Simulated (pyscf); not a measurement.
Structures and frequencies: ωB97X-D3(BJ)/def2-SVP in PySCF.

### Question
How much does it cost (ΔH, 298 K, ωB97M-D3(BJ)/def2-TZVP) to split H₃C–ReH(F)(F)(F)(F)–F (SMILES [CH3][ReH]([F])([F])([F])([F])[F]) at its C–Re bond into CH₃• + [F–ReH(F)(F)(F)–F]•?

### Answer
C–Re to CH₃• + [F–ReH(F)(F)(F)–F]•: 17.3 kcal/mol. The 7 functionals that were run give +17.3 (ωB97M-D3(BJ)/def2-TZVP) to +25.4 kcal/mol (PBE). The radicals are drawn with the spin at the cut bond; how far it spreads was not checked. Open-shell species with a d-block atom are single-reference here; other states, and whether the spin sits on metal or ligand, were not checked. Elements past Kr carry the def2 core potentials, without spin-orbit coupling.
